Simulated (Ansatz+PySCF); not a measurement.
The numbers below are computed, except where a source is named.
## Several solutions for doublet N2(+)

```xyz
2

N     0.0000    0.0000   -1.0818
N     0.0000    0.0000    1.0818
```

Basis set: STO-3G (spherical functions). Charge 1, multiplicity 2.

PBE0 (unrestricted) was run from several starts with Ansatz (development build ahead of 0.2.0) and PySCF 2.14.0.

| run | program | start | converged | energy (hartree) | <S²> |
| --- | --- | --- | --- | --- | --- |
| A | Ansatz | stability test followed | yes | -107.28832 | 2.72 |
| B | Ansatz | search for the lowest state | yes | -107.28832 | 2.72 |
| C | PySCF | program defaults | yes | -107.14342 | 0.75 |
| D | Ansatz | atomic start, no search | yes | -107.14342 | 0.75 |

(1) Which runs reached the lowest solution of this kind, and what is wrong with the others?

## Answers

(1) A, B reached the lowest solution found. Converged but too high: C by 3.94 eV, D by 3.94 eV. Convergence only shows a stationary point, and even a stable one can lie too high; stability tests and further starts are what find lower ones. Caution: the unrestricted determinant is a mixture of spin states.
